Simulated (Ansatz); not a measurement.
A crystal in the antifluorite structure was computed with PBE in Ansatz (plane waves, PAW datasets (generated hard set); cutoff 700 eV), no spin polarisation, no spin–orbit coupling, Fermi–Dirac smearing of 0.061 eV, k-spacing 0.11 to 0.12 Å⁻¹. It has a₀ = 6.835 Å and B₀ = 35 GPa.

Which is it?
A. Nd2O
B. Ba2O
C. Ce2O
D. P2O
E. In2O

B. The five: Ba2O 6.835 Å, 35 GPa; In2O 6.413 Å, 43 GPa; P2O 5.430 Å, 100 GPa; Ce2O 6.076 Å, 93 GPa; Nd2O 5.869 Å, 99 GPa.

Model structures, not the usual forms at ambient conditions (metastable or hypothetical): Ba2O, In2O, P2O, Ce2O, Nd2O. The open f shell of Ce2O, Nd2O is treated without spin here, so this is a model state and not the ground state.
